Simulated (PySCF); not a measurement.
The numbers below are computed, except where a source is named.
A vibrational averaging run on Allyl Fluoride, C3H5F, SMILES C=CCF. A sound run at PBE0/pcSseg-1 gave B0 = 17338, 5980, 4574 MHz, harmonic ZPE 16058 cm⁻¹, lowest mode 183 cm⁻¹ and averaged shieldings 60.98, 39.42, 96.02, 417.56, 25.38, 25.04, 24.99, 25.78, 25.78 ppm.

Input of the run in question:

```
{"job": {"xc": "PBE0", "basis": "pcSseg-1", "grid": 2, "temperatures": [100, 298.15], "delta": 0.02, "kind": "iso"}, "charge": 0, "multiplicity": 1}
C      1.349210    -0.008935    -0.326302
C      0.268977    -0.353952     0.360237
C     -1.104401     0.149246     0.082539
F     -1.121636     1.019768    -0.986349
H      2.328085    -0.410450    -0.076221
H      1.282712     0.686846    -1.159771
H      0.341666    -1.052885     1.195910
H     -1.507422     0.678856     0.957833
H     -1.782946    -0.684519    -0.148595
```

Command: OMP_NUM_THREADS=1 python ens_run.py task.json out

Output:

```
parent
  Be/MHz 17413.665 6045.766 4618.268
  B0/MHz 17373.513 5968.508 4568.837
  ZPE/cm-1 16058.4
  <sigma>(0 K)/ppm 58.828 35.227 100.560 430.138 25.066 24.961 24.608 25.950 26.042
2H at atom 5
  Be/MHz 16170.167 5973.306 4485.232
  B0/MHz 16118.868 5901.025 4439.177
  ZPE/cm-1 15369.7
  <sigma>(0 K)/ppm 59.754 35.892 99.982 429.014 25.115 25.090 24.681 25.933 26.025
```

Question: What is doubtful here, and how much did it matter?

Answer: The setting at fault: displacement step far too small, numerical noise dominates. The isotope effects on the shieldings at 0 K read 927, 665, -578, -1124, 49, 130, 74, -18, -17 ppb against 288, 107, -8, 49, 14, 84, 8, -1, -1 ppb in the sound run, and B0 − Be of the smallest constant -49.4 against -44.7 MHz.
